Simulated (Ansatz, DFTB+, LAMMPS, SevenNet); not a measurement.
**fcc Ag, cohesive energy**

Reference value: 2.97 ± 0.008 eV/atom (measured, from 0 K enthalpies of formation; zero-point vibration energy (9/8 kB θD) added; as tabulated in Csonka et al. (2009), arXiv:0903.4037).

```tsv
level (code)	value (eV/atom)	cell (Å³/atom)	error (eV/atom)
Lennard-Jones uff-vdw (LAMMPS)	0.01	20.25	-2.96
GFN1-xTB as cut by DFTB+	3.42	18.55	+0.45
SevenNet-l3i5	2.45	18.07	-0.52
LDA (Ansatz)	3.64	16.01	+0.67
PBE (Ansatz)	2.53	17.83	-0.44
rVV10 (Ansatz)	2.92	18.08	-0.05
PBE0 (Ansatz)	2.38	17.70	-0.59
```

Leaving aside Lennard-Jones uff-vdw (doubt noted below), GFN1-xTB as cut by DFTB+ (doubt noted below), SevenNet-l3i5 (doubt noted below): Of the ranked levels rVV10 (-0.05 eV/atom) comes nearest. Once the reference is moved by up to 0.03 eV/atom (a margin picked here for doubts on the reference and the settings) and values within 0.03 eV/atom count as equal, the farthest can be LDA (+0.67 eV/atom) or PBE0 (-0.59 eV/atom). Of the ranked levels only rVV10 lands within 0.3 eV/atom.

Free atoms are spin-polarised, in the lowest state found; at levels without +SOC their spin–orbit coupling is left out.  Lennard-Jones uff-vdw: this is a force field's van der Waals term alone, without bonds or charges. GFN1-xTB as cut by DFTB+: the free atoms are run in the same model without spin. GFN1-xTB as cut by DFTB+: the method was fitted mainly to molecules. GFN1-xTB as cut by DFTB+: codes differ in how they cut the long-range tail of xTB's charge interaction in a crystal, so the value belongs to this code. SevenNet-l3i5: free atoms can lie outside what these potentials were trained on. Each level is taken at its own relaxed cell. Cutoffs and k meshes differ between the levels. Ansatz's density-functional and Hartree–Fock values are scalar-relativistic unless marked +SOC, with PAW data made under PBE.

Machine-learned potentials (SevenNet-l3i5) are trained on DFT data: a solid inside that data is no test of them.

Differences are worked out from the printed values.

Ansatz is a first-principles code.
